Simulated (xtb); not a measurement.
C2H6O, quintet, geometry from GFN2-xTB of the parent state (a higher spin typed on purpose: for a closed-shell molecule this is an excited state); GFN2-xTB in xtb.

Input for xtb:
```
$ xtb mol.xyz --gfn 2 --chrg 0 --uhf 4 --json

# file mol.xyz
9

C      0.00099851     1.16873097    -0.19848430
O     -0.01628759     0.00218327     0.58181294
C      0.00986179    -1.17018674    -0.18945932
H     -0.02161777     2.00849292     0.49284563
H      0.90959852     1.22471949    -0.81180039
H     -0.87229477     1.21777466    -0.86165763
H     -0.00640972    -2.00473598     0.50833112
H     -0.86301533    -1.23096373    -0.85220890
H      0.91887796    -1.22401890    -0.80235166
```

### Question
Write the output that xtb gives for this input, abridged.

### Answer

```
   ID    Z sym.   atoms
    1    6 C      1, 3
    2    8 O      2
    3    1 H      4-9

           -------------------------------------------------
          |                Calculation Setup                |
           -------------------------------------------------

           -------------------------------------------------
          |                 G F N 2 - x T B                 |
           -------------------------------------------------

          ...................................................
          :                      SETUP                      :
          :.................................................:
          :  # basis functions                  18          :
          :  # atomic orbitals                  18          :
          :  # shells                           12          :
          :  # electrons                        20          :
          :  max. iterations                   250          :
          :  Hamiltonian                  GFN2-xTB          :
          :  restarted?                      false          :
          :  GBSA solvation                  false          :
          :  PC potential                    false          :
          :  electronic temp.          300.0000000     K    :
          :  accuracy                    1.0000000          :
          :  -> integral cutoff          0.2500000E+02      :
          :  -> integral neglect         0.1000000E-07      :
          :  -> SCF convergence          0.1000000E-05 Eh   :
          :  -> wf. convergence          0.1000000E-03 e    :
          :  Broyden damping             0.4000000          :
          :  net charge                          0          :
          :  unpaired electrons                  4          :
          ...................................................

 iter      E             dE          RMSdq      gap      omega  full diag
   1    -10.4517291 -0.104517E+02  0.271E+00    0.03       0.0  T
   2    -10.4589458 -0.721667E-02  0.221E+00    0.23       1.0  T
   3    -10.4637061 -0.476034E-02  0.107E+00    0.08       1.0  T
   4    -10.4644129 -0.706730E-03  0.231E-01    0.07       1.0  T
   5    -10.4643988  0.140937E-04  0.193E-01    0.07       1.0  T
   6    -10.4643881  0.106589E-04  0.897E-02    0.07       1.0  T
   7    -10.4643135  0.746288E-04  0.977E-02    0.07       1.0  T
   8    -10.4644157 -0.102193E-03  0.209E-02    0.07       1.6  T
   9    -10.4644163 -0.584706E-06  0.402E-03    0.07       8.3  T
  10    -10.4644163 -0.239454E-07  0.808E-04    0.07      41.2  T
  11    -10.4644163 -0.123440E-08  0.326E-04    0.07     102.3  T

   *** convergence criteria satisfied after 11 iterations ***

         :::::::::::::::::::::::::::::::::::::::::::::::::::::
         ::                     SUMMARY                     ::
         :::::::::::::::::::::::::::::::::::::::::::::::::::::
         :: total energy             -10.351037378290 Eh    ::
         :: gradient norm              0.799136401728 Eh/a0 ::
         :: HOMO-LUMO gap              0.070015224937 eV    ::
         ::.................................................::
         :: SCC energy               -10.464415879892 Eh    ::
         :: -> isotropic ES            0.012762265188 Eh    ::
         :: -> anisotropic ES          0.000256815044 Eh    ::
         :: -> anisotropic XC          0.003640896264 Eh    ::
         :: -> dispersion             -0.002660061764 Eh    ::
         :: repulsion energy           0.113378501602 Eh    ::
         :: add. restraining           0.000000000000 Eh    ::
         :: total charge               0.000000000000 e     ::
         :::::::::::::::::::::::::::::::::::::::::::::::::::::

           -------------------------------------------------
          |                Property Printout                |
           -------------------------------------------------

    * Orbital Energies and Occupations

         #    Occupation            Energy/Eh            Energy/eV
[...]
         2        2.0000           -0.6327104             -17.2169
         3        2.0000           -0.5916551             -16.0998
         4        2.0000           -0.5424243             -14.7601
         5        2.0000           -0.5315505             -14.4642
         6        2.0000           -0.5298904             -14.4191
         7        2.0000           -0.4637704             -12.6198
         8        1.9867           -0.4505933             -12.2613
         9        1.0133           -0.4424167             -12.0388
        10        1.0000           -0.4007562             -10.9051
        11        1.0000            0.0638989               1.7388
        12        0.7948            0.1393277               3.7913 (HOMO)
        13        0.2052            0.1419007               3.8613 (LUMO)
        14                          0.1857400               5.0542
        15                          0.2134428               5.8081
        16                          0.2160406               5.8788
        17                          0.2161659               5.8822
        18                          0.2848363               7.7508
      -------------------------------------------------------------
                  HL-Gap            0.0025730 Eh            0.0700 eV
             Fermi-level           -0.1529454 Eh           -4.1619 eV

     #   Z          covCN         q      C6AA      α(0)
     1   6 C        3.658    -0.100    22.718     6.841
     2   8 O        1.701    -0.227    17.767     5.691
     3   6 C        3.658    -0.100    22.718     6.841
     4   1 H        0.925     0.061     2.185     2.312
     5   1 H        0.924     0.076     2.021     2.223
     6   1 H        0.924     0.076     2.021     2.223
     7   1 H        0.925     0.061     2.185     2.312
     8   1 H        0.924     0.076     2.021     2.223
     9   1 H        0.924     0.076     2.021     2.223

 Mol. C6AA /au·bohr⁶  :        498.778759
 Mol. C8AA /au·bohr⁸  :      10004.905140
 Mol. α(0) /au        :         32.887986

Wiberg/Mayer (AO) data.
largest (>0.10) Wiberg bond orders for each atom

 ---------------------------------------------------------------------------
     #   Z sym  total        # sym  WBO       # sym  WBO       # sym  WBO
 ---------------------------------------------------------------------------
     1   6 C    3.406 --     2 O    0.818     4 H    0.801     6 H    0.730
                             5 H    0.730     3 C    0.200
     2   8 O    2.065 --     3 C    0.818     1 C    0.818
     3   6 C    3.406 --     2 O    0.818     7 H    0.801     8 H    0.730
                             9 H    0.730     1 C    0.200
     4   1 H    0.939 --     1 C    0.801
     5   1 H    0.916 --     1 C    0.730
     6   1 H    0.916 --     1 C    0.730
     7   1 H    0.939 --     3 C    0.801
     8   1 H    0.916 --     3 C    0.730
     9   1 H    0.916 --     3 C    0.730
 ---------------------------------------------------------------------------

Topologies differ in total number of bonds
Writing topology from bond orders to xtbtopo.mol

molecular dipole:
                 x           y           z       tot (Debye)
 q only:        0.015      -0.002      -0.539
   full:        0.014      -0.002      -0.509       1.295
molecular quadrupole (traceless):
                xx          xy          yy          xz          yz          zz
 q only:       -0.625      -0.009       1.702       0.013      -0.011      -1.077
  q+dip:       -0.020      -0.002       0.493       0.013      -0.004      -0.473
   full:       -0.426      -0.007       1.311       0.013      -0.008      -0.885

           -------------------------------------------------
          | TOTAL ENERGY              -10.351037378290 Eh   |
          | GRADIENT NORM               0.799136401728 Eh/α |
          | HOMO-LUMO GAP               0.070015224937 eV   |
           -------------------------------------------------

normal termination of xtb
```
